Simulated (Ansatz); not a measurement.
A nudged elastic band was laid between two geometries of C₃H₄FN (9 atoms, charge 0, multiplicity 1).

The calculation used Ansatz 0.2.0, RKS PBE-D4/def2-SVP.

```yaml
movable_images: 7
climbing_image: yes
spring: 50.0 eV/Å²
optimiser: quadratic models (default)
start_path: IDPP
force_threshold: 0.05 eV/Å
iteration_limit: 60
end_points: relaxed
```

First end point:

```xyz
9
Properties=species:S:1:pos:R:3
C -0.348 1.422 -1.205
C 0.126 0.550 -0.338
C 0.600 -0.407 0.451
N -0.051 -1.555 0.892
F 1.883 -0.372 0.891
H -0.763 2.400 -0.891
H -0.353 1.225 -2.296
H 0.016 -1.696 1.907
H -1.021 -1.614 0.573
```

Last end point:

```xyz
9
Properties=species:S:1:pos:R:3
C -0.360 1.500 -1.101
C 0.135 0.481 -0.428
C 0.612 -0.489 0.344
N -0.088 -1.292 1.240
F 1.939 -0.768 0.368
H -0.530 2.491 -0.634
H -0.626 1.424 -2.174
H -1.092 -1.100 1.252
H 0.098 -2.294 1.117
```

(1) Which bonds break or form, and what moves?

(2) Give the energies along the band, and the barrier.

(3) What is the geometry of the highest image?

Results:

(1) No bond is made or broken. The dihedral C2–C3–N4–H8 goes from -130 to 2°. The two ends are copies of one structure, up to a mirror image or an exchange of like atoms.

(2) The run converged. The highest image is number 4 of 0 to 8, 0.132 eV above the ends, which have the same energy within 2 meV. Another band between the same ends (7 images) ends at a top of the same energy, where a vibrational analysis finds 1 clearly imaginary mode.

```
image  path coordinate (Å)  energy (eV)  dihedral C2–C3–N4–H8 (°)
    0                 0.00        0.000                      -130
    1                 0.33        0.016                      -116
    2                 0.67        0.061                       -99
    3                 1.00        0.110                       -81
    4                 1.33        0.132                       -63
    5                 1.67        0.112                       -46
    6                 2.01        0.062                       -28
    7                 2.35        0.017                       -12
    8                 2.69        0.000                         2
```

(3) 
```xyz
9
Properties=species:S:1:pos:R:3:forces:R:3
C -0.392 1.504 -0.987 0.00 0.00 0.00
C 0.180 0.510 -0.337 0.00 0.00 0.00
C 0.703 -0.507 0.329 0.00 0.00 0.00
N -0.006 -1.526 0.985 0.00 0.00 -0.01
F 2.053 -0.640 0.425 0.00 0.00 0.00
H -0.645 2.457 -0.487 0.00 0.00 0.00
H -0.638 1.432 -2.062 0.00 0.00 0.00
H -0.581 -1.186 1.762 0.00 0.00 0.00
H -0.586 -2.089 0.355 0.00 0.00 0.00
```

The run took 2.7 min on 1 thread of Intel(R) Xeon(R) 6975P-C (Granite Rapids), with other jobs on the host, peak memory 0.14 GiB.
